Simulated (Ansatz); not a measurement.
# AlO₂ (quartet): the correlation ladder, def2-TZVPP

The task here is to estimate one member of a computed series from the others.

The runs use Ansatz 0.2.0, Gaussian basis; def2-TZVPP, core rule «outside noble gas», up to 7 orbitals frozen.

Plan: UHF; ROHF; CCSD(T) on UHF.

### The geometry

The geometry is a PBE0/def2-TZVP stationary point (not a proven minimum).

3 atoms, charge 0, spin multiplicity 4.

Atoms are counted from 1 here; the program's logs count them from 0.

Bond lengths: O1–Al2 1.782 Å, Al2–O3 1.782 Å. Angles: O1–Al2–O3 180.0°.

Set-up of the first run:

Input file in.yaml:

```yaml
crystal:
  periodic: [false, false, false]
  atoms:
    - {symbol: O, position_ang: [0.000000, 0.000000, 1.781800]}
    - {symbol: Al, position_ang: [0.000000, 0.000000, 0.000000]}
    - {symbol: O, position_ang: [0.000000, 0.000000, -1.781800]}
basis:
  gaussian: {orbitals: def2-TZVPP}
magnetization: {spin_polarized: true, initial_magnetization: 3}
hamiltonian: {xc: hf}
output: {orbitals: {seedname: orbitals}}
```

The run is started by

```console
ansatz run in.yaml --threads 1 --pin off --events-out ev --progress --plain --max-ram 4096MiB --backend cpu
```

Among the steps run: UHF; ROHF; CCSD(T) on UHF.

One table of the session follows, with a row left open; its other results are not shown here.

It belongs to the step «Misses and costs». 

```
  method  from UCCSD(T) (meV)
    ROHF             +13071.9
     UHF                    ?
    UMP2              +1134.9
   UCCSD               +441.9
UCCSD(T)                    0
```

**Question.** Estimate the row for UHF.

As computed: from UCCSD(T) (meV): +12775.9. In the column «from UCCSD(T) (meV)» it lies between UMP2 (+1134.9) and ROHF (+13071.9).

With the free atoms at the same levels and basis (separate runs), the atomisation energy is 6.078 eV at UCCSD(T), 3.635 eV at ROHF.
